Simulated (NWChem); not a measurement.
System: disilane (Si₂H₆); SMILES [SiH3][SiH3]

All runs: NWChem. Medium grid unless said otherwise, to which SCAN and Minnesota functionals are sensitive. Coordinates come from a PBE0/def2-SVP optimisation. B3LYP is NWChem's, with the RPA form of VWN correlation.

Question: Order these by “highest occupied level (eV)”, lowest first: BP86/def2-SVP; PW6B95/def2-SVP; LC-wPBE (HJS exchange hole, range parameter 0.4 per bohr)/def2-SVP.

Answer: LC-wPBE (HJS exchange hole, range parameter 0.4 per bohr)/def2-SVP (-11.06), PW6B95/def2-SVP (-8.46), BP86/def2-SVP (-7.39)
